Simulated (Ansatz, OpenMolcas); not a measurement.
**A ladder of methods for CH8Si2 (SMILES [SiH3]C[SiH3])**

The species is CH8Si2 (11 atoms), meant as a singlet with charge 0. As SMILES, `[SiH3]C[SiH3]`. The coordinates come from a PBE0-D4/def2-TZVP relaxation.

Quantity: the vertical energy of the triplet above the singlet, in eV. The values are calculated.

```
            level                    kind     program  value (eV)
      HF/def2-SVP            Hartree–Fock  OpenMolcas        8.57
     PBE/def2-SVP                     GGA  OpenMolcas        7.32
  revPBE/def2-SVP                     GGA  OpenMolcas        7.37
    TPSS/def2-SVP                meta-GGA  OpenMolcas        7.58
   BHLYP/def2-SVP           global hybrid      Ansatz        8.24
 wB97M-V/def2-SVP  range-separated hybrid      Ansatz        8.30
RPA@PBE0/def2-SVP                     RPA      Ansatz        8.25
     MP2/def2-SVP     perturbation theory      Ansatz        8.61
 BCCD(T)/def2-SVP   coupled cluster or CI      Ansatz        8.31
```

The values span 7.32 to 8.61 eV. A triplet this far above the singlet is often a Rydberg-like or dissociative state; sets without diffuse functions put Rydberg states too high.
